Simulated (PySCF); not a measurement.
# C2H3FO (acetyl fluoride) at 5 levels

Wanted: a comparison of 5 runs (HF/STO-3G, B3LYP/STO-3G, PBE0/def2-SVP, MP2/6-311G**, MP2/aug-cc-pVDZ) of C2H3FO (acetyl fluoride). 

The results are computed with PySCF 2.14.0.

## (1) The system as given

The species is C2H3FO (7 atoms), meant as a singlet with charge 0. SMILES: `CC(=O)F`. Geometry: relaxed at PBE0-D4/def2-TZVP.

Bond lengths: C1–C2 1.488 Å, C2–O3 1.179 Å, C2–F4 1.351 Å, C1–H5 1.087 Å, C1–H6 1.092 Å, C1–H7 1.092 Å. Angles: C1–C2–O3 129.2°, C1–C2–F4 110.5°, O3–C2–F4 120.2°, C2–C1–H5 109.9°, C2–C1–H6 109.4°, C2–C1–H7 109.4°, H5–C1–H6 110.4°, H5–C1–H7 110.4°, H6–C1–H7 107.3°.

## (2) Energy and forces at HF/STO-3G (run 1)

The input, run.py:

```python
from pyscf import gto

mol = gto.M(
    atom='''
C      0.485310     0.015050     0.443640
C     -0.694890    -0.034350    -0.460580
O     -1.835410    -0.165690    -0.191770
F     -0.310690     0.097630    -1.749400
H      0.165320    -0.091900     1.476660
H      1.180650    -0.783140     0.176830
H      1.009710     0.962410     0.304610
''',
    max_memory=1860,
    verbose=4,
    basis='sto-3g',
)

hf = mol.RHF()
hf.conv_tol = 1e-10
hf.kernel()
if not hf.converged:
    hf = hf.newton().run(hf.mo_coeff, hf.mo_occ)

energy = hf.e_tot
print('Final energy', energy)
grad = hf.nuc_grad_method().kernel()
dip = hf.dip_moment()
pop, q = hf.mulliken_pop()
```

Run with:

```sh
$ OMP_NUM_THREADS=1 python run.py
```

The program printed:

```text
PySCF version 2.14.0

[... 63 lines left out ...]
converged SCF energy = -248.418895434237
Final energy -248.41889543423673
[... 6 lines left out ...]
1 C    -0.0428950843    -0.0070430553     0.0387427432
2 O     0.0758782968     0.0089989718    -0.0214103479
3 F    -0.0010267689    -0.0011602296     0.0145052432
4 H    -0.0038277068    -0.0004450356     0.0009723208
5 H     0.0032172916    -0.0020644506    -0.0038308669
6 H     0.0027100731     0.0031849419    -0.0034456559
----------------------------------------------
Dipole moment(X, Y, Z, Debye):  1.78876,  0.11478,  0.82453
 ** Mulliken pop  **
pop of  0 C 1s            1.99194
pop of  0 C 2s            1.18552
pop of  0 C 2px           0.98895
pop of  0 C 2py           1.04184
pop of  0 C 2pz           1.01097
pop of  1 C 1s            1.99392
pop of  1 C 2s            1.06214
pop of  1 C 2px           0.86972
pop of  1 C 2py           0.90837
pop of  1 C 2pz           0.80881
pop of  2 O 1s            1.99794
pop of  2 O 2s            1.85791
pop of  2 O 2px           1.35862
pop of  2 O 2py           1.20148
pop of  2 O 2pz           1.82944
pop of  3 F 1s            1.99905
pop of  3 F 2s            1.94201
pop of  3 F 2px           1.91541
pop of  3 F 2py           1.90467
pop of  3 F 2pz           1.39594
pop of  4 H 1s            0.91100
pop of  5 H 1s            0.91218
pop of  6 H 1s            0.91218
 ** Mulliken atomic charges  **
charge of    0C =     -0.21922
charge of    1C =      0.35704
charge of    2O =     -0.24538
charge of    3F =     -0.15708
charge of    4H =      0.08900
charge of    5H =      0.08782
charge of    6H =      0.08782
```

It took 1.1 s on 1 thread of Arm Neoverse V1, shared host; peak memory 0.12 GiB.

## (3) Energy and gradient at B3LYP/STO-3G (run 2)

The input, calc.py:

```python
from pyscf import gto, dft

mol = gto.M(
    atom='''
C      0.485310     0.015050     0.443640
C     -0.694890    -0.034350    -0.460580
O     -1.835410    -0.165690    -0.191770
F     -0.310690     0.097630    -1.749400
H      0.165320    -0.091900     1.476660
H      1.180650    -0.783140     0.176830
H      1.009710     0.962410     0.304610
''',
    max_memory=1860,
    basis='sto-3g',
    verbose=4,
)

mf = dft.RKS(mol, xc='b3lyp')
mf.grids.level = 5
mf.conv_tol = 1e-10
mf.kernel()
if not mf.converged:
    mf = mf.newton().run(mf.mo_coeff, mf.mo_occ)

etot = mf.e_tot
print('E = %.10f Eh' % etot)
grad = mf.nuc_grad_method().kernel()
mf.analyze()
```

Run with:

```sh
$ OMP_NUM_THREADS=1 python calc.py
```

The program printed:

```text
PySCF version 2.14.0

[... 93 lines left out ...]
Nuclear Repulsion Energy =             119.233300976602393
[... 2 lines left out ...]
Two-electron Coulomb Energy =          243.050282323521031
[... 4 lines left out ...]
MO #2   energy= -18.9029721364833  occ= 2
[... 2 lines left out ...]
MO #5   energy= -1.14518929022867  occ= 2
[... 2 lines left out ...]
MO #8   energy= -0.502266822660978 occ= 2
[... 2 lines left out ...]
MO #11  energy= -0.399364954584788 occ= 2
[... 2 lines left out ...]
MO #14  energy= -0.225104015289321 occ= 2
[... 2 lines left out ...]
MO #17  energy= 0.107084872678973  occ= 0
MO #18  energy= 0.336674541476262  occ= 0
MO #19  energy= 0.403881657742597  occ= 0
MO #20  energy= 0.439100665335073  occ= 0
MO #21  energy= 0.451825717889706  occ= 0
MO #22  energy= 0.500791019513564  occ= 0
MO #23  energy= 0.724118662829001  occ= 0
 ** Mulliken pop on meta-lowdin orthogonal AOs  **
 ** Mulliken pop  **
pop of  0 C 1s            1.99956
pop of  0 C 2s            1.02284
pop of  0 C 2px           1.04019
pop of  0 C 2py           1.06465
pop of  0 C 2pz           1.05223
pop of  1 C 1s            1.99979
pop of  1 C 2s            1.03879
pop of  1 C 2px           0.93270
pop of  1 C 2py           0.97832
pop of  1 C 2pz           0.87667
pop of  2 O 1s            1.99986
pop of  2 O 2s            1.74426
pop of  2 O 2px           1.40284
pop of  2 O 2py           1.23156
pop of  2 O 2pz           1.76776
pop of  3 F 1s            1.99995
pop of  3 F 2s            1.89129
pop of  3 F 2px           1.91032
pop of  3 F 2py           1.81434
pop of  3 F 2pz           1.43232
pop of  4 H 1s            0.93296
pop of  5 H 1s            0.93340
pop of  6 H 1s            0.93340
 ** Mulliken atomic charges  **
charge of    0C =     -0.17948
charge of    1C =      0.17373
charge of    2O =     -0.14628
charge of    3F =     -0.04822
charge of    4H =      0.06704
charge of    5H =      0.06660
charge of    6H =      0.06660
Dipole moment(X, Y, Z, Debye):  1.70378,  0.13478,  0.43775
```

Run time: 6.3 s. Hardware: 1 thread of Arm Neoverse V1, shared host; peak memory 0.32 GiB.

Runs 3 to 4 aren't shown in full; the table further down has their settings and results.

## (4) Energy and forces at MP2/aug-cc-pVDZ (run 5)

The input, job.py:

```python
import pyscf.grad
from pyscf import gto, scf, mp

system = gto.M(
    atom='''
C    0.485310   0.015050   0.443640
C   -0.694890  -0.034350  -0.460580
O   -1.835410  -0.165690  -0.191770
F   -0.310690   0.097630  -1.749400
H    0.165320  -0.091900   1.476660
H    1.180650  -0.783140   0.176830
H    1.009710   0.962410   0.304610
''',
    verbose=4,
    charge=0,
    max_memory=1860,
    basis='aug-cc-pvdz',
)

mf = scf.RHF(system)
mf.conv_tol = 1e-10
mf.kernel()
if not mf.converged:
    mf = mf.newton().run(mf.mo_coeff, mf.mo_occ)

pt = mp.MP2(mf, frozen=4).run()
e_final = pt.e_tot
print(f'total energy: {e_final:.8f} hartree')
grad = pt.Gradients().kernel()
mf.analyze()
```

Run with:

```sh
$ OMP_NUM_THREADS=1 python job.py
```

The program printed:

```text
PySCF version 2.14.0

[... 87 lines left out ...]
Two-electron Energy =                  211.695944671643673
[... 12 lines left out ...]
MO #9   energy= -0.737850599662732 occ= 2
[... 10 lines left out ...]
MO #20  energy= 0.0785839682303786 occ= 0
[... 10 lines left out ...]
MO #31  energy= 0.269438252571195  occ= 0
[... 10 lines left out ...]
MO #42  energy= 0.439823138114018  occ= 0
[... 10 lines left out ...]
MO #53  energy= 0.650557760997748  occ= 0
[... 10 lines left out ...]
MO #64  energy= 1.02485469378354   occ= 0
[... 10 lines left out ...]
MO #75  energy= 1.44803385589797   occ= 0
[... 10 lines left out ...]
MO #86  energy= 1.85462350692708   occ= 0
[... 10 lines left out ...]
MO #97  energy= 2.36919783476415   occ= 0
[... 10 lines left out ...]
MO #108 energy= 3.30095917116096   occ= 0
[... 10 lines left out ...]
MO #119 energy= 5.11857701658012   occ= 0
[... 90 lines left out ...]
pop of  3 F 4dyz          0.00051
pop of  3 F 4dz^2         0.00118
pop of  3 F 4dxz          0.00062
pop of  3 F 4dx2-y2       0.00015
pop of  4 H 1s            0.86308
pop of  4 H 2s            0.00561
pop of  4 H 3s            0.00236
pop of  4 H 2px           0.00078
pop of  4 H 2py           0.00018
pop of  4 H 2pz           0.00251
pop of  4 H 3px           0.00125
pop of  4 H 3py           0.00066
pop of  4 H 3pz           0.00036
pop of  5 H 1s            0.86159
pop of  5 H 2s            0.00525
pop of  5 H 3s            0.00227
pop of  5 H 2px           0.00156
pop of  5 H 2py           0.00116
pop of  5 H 2pz           0.00039
pop of  5 H 3px           0.00066
pop of  5 H 3py           0.00035
pop of  5 H 3pz           0.00097
pop of  6 H 1s            0.86159
pop of  6 H 2s            0.00525
pop of  6 H 3s            0.00227
pop of  6 H 2px           0.00113
pop of  6 H 2py           0.00163
pop of  6 H 2pz           0.00035
pop of  6 H 3px           0.00078
pop of  6 H 3py           0.00021
pop of  6 H 3pz           0.00100
 ** Mulliken atomic charges  **
charge of    0C =     -0.30842
charge of    1C =      0.72861
charge of    2O =     -0.44966
charge of    3F =     -0.34535
charge of    4H =      0.12321
charge of    5H =      0.12581
charge of    6H =      0.12581
Dipole moment(X, Y, Z, Debye):  2.93170,  0.17693,  1.50429
```

Wall time 24 s (1 thread of Arm Neoverse V1, shared host); peak memory 1.4 GiB.

## (5) Overview of the runs

```tsv
run	level	integration grid	frozen core orbitals	energy (Eh)	dipole moment (D) of the reference	HOMO energy (eV)	LUMO energy (eV)	wall time
1	HF/STO-3G	–	–	-248.418895	1.97	-9.97	8.12	1.1 s
2	B3LYP/STO-3G	5	–	-249.611962	1.76	-4.83	2.91	6.3 s
3	PBE0/def2-SVP	5	–	-252.639053	2.85	-8.83	-0.17	16 s
4	MP2/6-311G**	–	4	-252.547726	3.26	-13.30	3.98	11 s
5	MP2/aug-cc-pVDZ	–	4	-252.507322	3.30	-13.37	0.82	24 s
```

## (6) Results

| quantity | value |
| --- | --- |
| run 5: total energy | -252.50732 Eh |
| run 5: dipole moment (Hartree–Fock density) | 3.30 D |
| run 5: HOMO energy (Hartree–Fock orbitals) | -13.37 eV |
| run 5: LUMO energy (Hartree–Fock orbitals) | 0.82 eV |
| run 5: HOMO–LUMO gap (Hartree–Fock orbitals) | 14.19 eV |
| run 5: correlation energy (4 core orbitals frozen) | -674.0 mEh |
| run 5: largest force on an atom | 2.092 eV/Å |

What this shows: Over runs 1, 2, 3 the dipole moment (its size) runs from 1.76 D (B3LYP/STO-3G) to 2.85 D (PBE0/def2-SVP). The two ends differ in method and basis. Over runs 1, 2, 3 the HOMO–LUMO gap runs from 7.74 eV (B3LYP/STO-3G) to 18.09 eV (HF/STO-3G). Exact exchange widens orbital gaps. Totals of different functionals can't be ranked against each other. In runs 1, 2 the basis is minimal, so the values are rough. All runs together took 59 s, the longest 24 s.
